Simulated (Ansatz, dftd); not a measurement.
Reaction: C2H5N (N-methylmethanimine, SMILES C=NC) → C2H5N (SMILES C1CN1)
Each species at its own B3LYP-D3(BJ)/def2-TZVP minimum (Ansatz, a program for electronic structure).

Wanted: isomerisation energy (electronic), in kJ/mol. Open shells are spin-unrestricted; no spin-orbit coupling. Correlated methods leave the cores frozen. Rows without X2C or -DK are non-relativistic. CBS(X,Y): correlation extrapolated as X^-3, Hartree-Fock from the larger set (Q,5: extrapolated as (X+1)exp(-9√X)). A bracket is a step between two methods taken in the basis named. The functionals are non-relativistic, so their misses hold any scalar relativity. Double hybrids freeze cores in their MP2 part. 'core' is core correlation in cc-pwCVTZ, 'X2C' scalar relativity in cc-pVTZ-DK, both at CCSD(T).

```tsv
level	program	isomerisation energy (kJ/mol)	difference against the last row
HF/cc-pVDZ	Ansatz	58.2	15.8
PBE/def2-TZVPD	Ansatz	36.0	-6.4
B3LYP-D4/def2-TZVPD	Ansatz + dftd4	52.7	10.3
B2PLYP/def2-TZVPD	Ansatz	49.4	7.0
MP2/cc-pVDZ	Ansatz	44.4	2.0
CCSD/cc-pVDZ	Ansatz	52.6	10.2
CCSD/cc-pVTZ	Ansatz	44.4	2.0
CCSDT(Q)/cc-pVDZ	Ansatz	55.4	13.0
CCSD(T)/CBS(cc-pVQZ,cc-pV5Z) + [CCSDT(Q) - CCSD(T)]/cc-pVDZ + core + X2C	Ansatz	42.4	0.0
```
